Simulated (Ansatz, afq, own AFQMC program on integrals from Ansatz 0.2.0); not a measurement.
Two steps: Ansatz 0.2.0 writes the Fock matrix and Cholesky factors of the valence space, and afq projects on them the lowest state that overlaps trial and start.

```yaml
crystal:
  periodic: [false, false, false]
  atoms:
    - {symbol: B, position_ang: [0.000000, -0.108748, 0.920376]}
    - {symbol: Al, position_ang: [0.000000, 0.000180, -3.017117]}
    - {symbol: H, position_ang: [0.000000, 0.108567, 2.096741]}
basis:
  gaussian: {orbitals: 6-31G}
magnetization: {spin_polarized: false, initial_magnetization: 1}
correlation: {method: ccsd_t, electrons: outside_noble_gas, hamiltonian_folder: ham}
```

```sh
$ ansatz run in.yaml --threads 1 --pin off --events-out ev --progress --plain --max-ram 24576MiB --backend cuda --devices 0, --max-vram 18GiB
```

Options of the walk:

```
--method phaseless --trial hf --walkers 4000 --populations 20 --least-time 40 --time-step 0.005 --steps-per-block 20 --equilibration-blocks 160 --max-blocks 4000 --target-error 0.0016 --factor-cut 1e-05 --start spin_pure --seed 9238 --taylor-order 6
```

Times are imaginary, in 1/Eh. The walk had a cap of 49 s. With eight or more populations the least sampling time is a fifth of least-time, and the error comes from their spread.

Log:

```
orbitals 18  electrons 4 3  factors 94 of 296
reference energy -266.96876133 Eh
CCSD correlation -0.09022930 Eh in 22 cycles, weight of the determinant in the CISD state 0.8783
energy of the start -266.968761 Eh
 block  time / (1/Eh)  mean weight  energy / Eh
     1     0.100  1.0001  -266.977417
     2     0.200  1.0002  -266.985129
     3     0.300  1.0004  -266.991818
     4     0.400  1.0003  -266.997588
     5     0.500  1.0004  -267.002823
     9     0.900  1.0002  -267.018405
    25     2.500  0.9999  -267.044702
    49     4.900  1.0000  -267.053381
    73     7.300  0.9999  -267.058961
    97     9.700  1.0000  -267.059776
   121    12.100  1.0001  -267.057934
   145    14.500  1.0000  -267.060775
   169    16.900  0.9999  -267.061825
   181    18.100  1.0002  -267.065283
   193    19.300  0.9998  -267.058550
   217    21.700  1.0001  -267.057215
   235    23.500  0.9999  -267.055692
error from the spread of 20 populations
energy -267.057869 +/- 0.000618 Eh
(rows thinned)
```

The run passed its tests (sampling time, drift between the halves within three errors, error under three times the target), which doesn't prove that it has relaxed.

Against this walk (error 16.8 meV) on the same determinant: CCSD(T) 59.1 meV lower, CCSDT(Q) 74.6 meV lower, CCSDTQ 75.2 meV lower, full CI 75.3 meV lower, a separate phaseless walk with a CISD trial and standard settings 62.7 ± 16.9 meV lower. The error is statistical and leaves out the bias of the constraint. Full CI is exact here, so the walk's 75 meV above it is the walk's own error: the bias of the constraint with this trial.

Cautions: constraint bias not in the error.

The walk took 27 s on 1 × NVIDIA H100 80GB HBM3 with 2 threads of AMD EPYC 7R13 Processor (Zen 3), with other jobs on the host (the card was shared). The log's last line is the phaseless energy.

CCSDT and higher add their correlation energy to the determinant of the CCSD(T) run, since their own runs factorise the integrals more tightly (a shift of under 2 meV). A walk keeps the symmetry of its determinant, which the program's search chose and which needn't be the lowest solution, so a lower state of the same spin and another symmetry isn't excluded.
